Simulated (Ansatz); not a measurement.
# Br: from a trial structure to a relaxed crystal

Method: DFT PBEsol, scalar-relativistic, plane waves, PAW in Ansatz. Cutoff 420 eV, Γ-centred k mesh, Gaussian smearing, no spin polarisation in the final step.

This is the end of a relaxation of cell and atoms.

```xyz
2
Lattice="-2.7860 2.7860 1.8309 2.7860 -2.7860 1.8309 2.7860 2.7860 -1.8309" Properties=species:S:1:pos:R:3 pbc="T T T"
Br    0.0000    0.0000    0.0000
Br    0.0000    2.7860    0.9155
```

Energies count from the standard state of Br at the same level.

Problem. What space group does it have?

Solution. I4_1/amd (No. 141). Conventional cell: a = 5.572 Å, c = 3.662 Å. Br has 4 Br at 2.93 Å.

Problem. How far above the standard state of Br does it lie?

Solution. 0.46 eV/atom.

Problem. Is it a metal?

Solution. Yes, bands cross the Fermi level on the 18×18×18 mesh.

The final run used a 18×18×18 mesh on its 2-atom cell and 0.10 eV smearing. For metals, differences of a few meV/atom aren't resolved. The cell came from a trial start, so Br may not exist in this structure.